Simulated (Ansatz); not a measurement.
A calculation with Ansatz (development build ahead of 0.2.0).

```yaml
crystal:
  periodic: [false, false, false]
  atoms:
    - { symbol: B, position_ang: [0.0, 0.0, 0.0] }
    - { symbol: Si, position_ang: [1.24801, 1.66401, 3.60268] }
basis:
  gaussian: { orbitals: "6-31G" }
total_charge: 1
hamiltonian:
  xc: hf
correlation:
  method: fci
  frozen_orbitals: { B: 1, Si: 5 }
```

The input is written out in the form of the current development build from the run's settings.

The run gave:

```json
{"Converged": "yes", "Total energy": "-313.16066 hartree", "State": "lowest singlet root, of any spatial symmetry"}
```
